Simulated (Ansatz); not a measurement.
**C₂H₄FO radical: a ladder of functionals and wavefunction methods**

One table from this session's results is given with a row withheld; the runs are named, their logs left out.

Computed with Ansatz 0.2.0, Gaussian basis. Level: functionals in def2-TZVPP, the program's frozen cores in correlated methods.

Plan: LDA (SPW92), PBE-D4, revPBE-D4, BLYP-D4, r2SCAN-D4, B97M-V, PBE0-D4, B3LYP-D4, r2SCANh-D4, r2SCAN0-D4, HSE06-D4, BHLYP-D4, CAM-B3LYP-D4, LC-ωPBE, ωB97X-V, ωB97M-V, B2PLYP, PBE-QIDH; CCSD(T)/def2-SVP; CCSD(T)/def2-TZVPP; CCSD(T)/def2-QZVPP; extrapolation to the limit; RPA on PBE.

## Structure used throughout

The geometry comes from an earlier relaxation with PBE0-D4 in a triple-zeta def2 set; it is a stationary point, not always the lowest conformer.

SMILES `[O]CCF`, 8 atoms, charge 0, spin multiplicity 2.

Atoms are counted from 1 here; the program's logs count them from 0.

Bond lengths: O1–C2 1.357 Å, C2–C3 1.510 Å, C2–H5 1.108 Å, C2–H6 1.105 Å, C3–F4 1.380 Å, C3–H7 1.094 Å, C3–H8 1.095 Å. Angles: O1–C2–C3 115.7°, O1–C2–H5 107.0°, O1–C2–H6 109.1°, C3–C2–H5 109.9°, C3–C2–H6 110.7°, H5–C2–H6 103.8°, C2–C3–F4 109.8°, C2–C3–H7 110.3°, C2–C3–H8 110.7°, F4–C3–H7 108.2°, F4–C3–H8 108.1°, H7–C3–H8 109.7°.

The first run:

Contents of in.yaml:

```yaml
crystal:
  periodic: [false, false, false]
  atoms:
    - {symbol: O, position_ang: [-1.112744, 1.381935, -0.100650]}
    - {symbol: C, position_ang: [0.022822, 0.703920, 0.201125]}
    - {symbol: C, position_ang: [0.021098, -0.764591, -0.150893]}
    - {symbol: F, position_ang: [0.108027, -0.917158, -1.519231]}
    - {symbol: H, position_ang: [0.196164, 0.830058, 1.288164]}
    - {symbol: H, position_ang: [0.884772, 1.215659, -0.264500]}
    - {symbol: H, position_ang: [-0.906878, -1.234841, 0.186997]}
    - {symbol: H, position_ang: [0.879040, -1.272082, 0.303290]}
basis:
  gaussian: {orbitals: def2-TZVPP}
magnetization: {spin_polarized: true, initial_magnetization: 1}
hamiltonian: {xc: lda}
output: {orbitals: {seedname: orbitals}}
```

On the command line:

```console
$ ansatz run in.yaml --threads 2 --pin off --events-out ev --progress --plain --max-ram 32768MiB --backend cpu
```

Steps of the session up to this table: LDA; PBE-D4 (GGA); revPBE-D4 (GGA); BLYP-D4 (GGA); r2SCAN-D4 (meta-GGA); B97M-V (meta-GGA); B3LYP-D4 (hybrid); r2SCANh-D4 (hybrid); r2SCAN0-D4 (hybrid); HSE06-D4 (hybrid); BHLYP-D4 (hybrid); CAM-B3LYP-D4 (range-separated); LC-ωPBE (range-separated); ωB97X-V (range-separated); ωB97M-V (range-separated); B2PLYP (double hybrid); PBE-QIDH (double hybrid).

One table of the session follows, with a row left open; its other results are not shown here.

It belongs to the step «Frontier levels by functional». 

```
  functional  HOMO (eV)  LUMO (eV)  gap (eV)
 LDA (SPW92)      -6.23      -6.03      0.19
      PBE-D4      -6.19      -5.50      0.69
   revPBE-D4      -6.14      -5.37      0.77
     BLYP-D4      -6.15      -5.48      0.67
   r2SCAN-D4      -6.59      -4.80      1.79
      B97M-V      -6.79      -4.83      1.96
     PBE0-D4      -7.97      -3.76      4.21
    B3LYP-D4      -7.73      -4.31      3.42
  r2SCANh-D4      -7.24      -4.17      3.08
  r2SCAN0-D4      -8.23      -3.22      5.01
    HSE06-D4      -7.55      -4.16      3.39
    BHLYP-D4      -9.70      -2.03      7.68
CAM-B3LYP-D4      -9.50      -2.63      6.87
     LC-ωPBE     -10.85      -1.20      9.65
     ωB97X-V     -10.49      -1.48      9.01
     ωB97M-V          ?          ?         ?
```

**Question.** Estimate the row for ωB97M-V.

**Answer.** HOMO (eV): -10.41; LUMO (eV): -1.52; gap (eV): 8.89. In the column «HOMO (eV)» it lies between ωB97X-V (-10.49) and BHLYP-D4 (-9.70).
